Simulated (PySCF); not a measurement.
**O₂⁺: energy against distance**

Set-up: basis O 6-311G(d,p); no relativity; PySCF 2.14. Energies in eV from O⁺ + O in their ground configurations at the same level. State: ²Πg (doublet), unpaired electrons π ↑.

```
R (Å)     PBE
0.947  -5.059
0.991  -6.496
1.035  -7.348
1.068  -7.699
1.101  -7.862
1.134  -7.880
1.178  -7.736
1.233  -7.369
1.299  -6.764
1.387  -5.826
```

Problem. Put a parabola through the three lowest points of the PBE curve and estimate Re, k and ωe (reduced mass 7.997 u; 1 eV/Å² = 0.16022 mdyn/Å; ωe = 1302.8·√(k/μ) cm⁻¹).

Solution. Through R = 1.101, 1.134, 1.178 Å the second-order coefficient is 49.6 eV/Å², so Re ≈ 1.123 Å, k ≈ 15.9 mdyn/Å and ωe ≈ 1836 cm⁻¹. A polynomial fit of higher order to the unrounded PBE energies gives Re = 1.122 Å, k = 18.0 mdyn/Å, ωe = 1952 cm⁻¹; anharmonicity and rounding make the difference.

The higher-order fit for each curve: PBE: Re = 1.122 Å, ωe = 1952 cm⁻¹, De = 7.89 eV.

The state is the lowest determinant that a PBE0 search found; another state may lie lower at other levels.
